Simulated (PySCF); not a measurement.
## Worked example: correlation energy of NH, triplet

Geometry: MP2(full)/6-31G*, from the G2/97 set.

```xyz
2

N     0.0000    0.0000    0.0000
H     0.0000    0.0000    1.0394
```

Basis 6-31G; PySCF 2.14.0. Correlated methods freeze the noble-gas cores, which leaves 6 electrons in 10 orbitals. Prefix R: restricted or restricted open-shell reference; prefix U: unrestricted.

Full CI is exact within this basis and frozen core; it isn't the basis-set limit. The frozen core follows each run's orbitals, which can shift R against U totals by a few meV.

Restricted and unrestricted runs freeze slightly different cores, so steps under 0.1 kcal/mol mean nothing.

| level | total energy (hartree) |
| --- | --- |
| UHF | -54.942905 |
| UMP2 | -54.998827 |
| UCCSD | -55.011539 |
| UCCSD(T) | -55.011975 |
| UCCSDT | -55.012086 |
| full CI | -55.012151 |

Question: What is the correlation energy at full CI, and what share of it do UMP2 and UCCSD recover?

Answer: E(corr) = -55.012151 − (-54.942905) = -0.069246 hartree = -1.884 eV. UMP2: -0.055922 / -0.069246 = 80.76 %. UCCSD: -0.068634 / -0.069246 = 99.12 %.

Question: By how many kcal/mol does UCCSD(T) miss full CI (1 hartree = 627.509 kcal/mol), and which steps make up the rest?

Answer: -55.011975 − (-55.012151) = 0.000176 hartree = 0.11 kcal/mol. Steps: UCCSDT − UCCSD(T) = -0.07, full CI − UCCSDT = -0.04 kcal/mol. That is within 1 kcal/mol of the reference in this basis, which itself misses far more of the correlation at the basis-set limit.
